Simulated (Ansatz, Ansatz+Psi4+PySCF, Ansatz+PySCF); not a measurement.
```xyz
3

F     0.0000    0.1976   -1.2497
O     0.0000   -0.4907    0.2124
O     0.0000    0.2931    1.0373
```

Basis set: cc-pVTZ (spherical functions). Correlated methods keep 3 orbitals frozen. Correlation on ROHF uses semicanonical orbitals with singles. Charge 0, multiplicity 2.

Computed with Ansatz (development build ahead of 0.2.0); each method stands on the lowest determinant of its kind that the runs found.

**Question.** Give the atomization energy at this shape (free ground-state atoms in the same class of orbitals less the molecule, no zero-point energy) of doublet O2F by ROHF-CCSD(T), ROHF-MP2, UHF-MP2, UHF.

**Answer.**

```csv
method,atomization energy
ROHF-CCSD(T),491.9 kJ/mol
ROHF-MP2,540.7 kJ/mol
UHF-MP2,443.7 kJ/mol
UHF,5.3 kJ/mol
```

Caution: the shape is not the minimum. Caution for ROHF-CCSD(T), ROHF-MP2: an unrestricted determinant lies well below. Caution for ROHF-MP2, UHF-MP2: forces differ strongly between restricted and unrestricted references. Caution for UHF-MP2: another reference gives a lower total. Caution for UHF-MP2, UHF: the unrestricted determinant is spin contaminated.
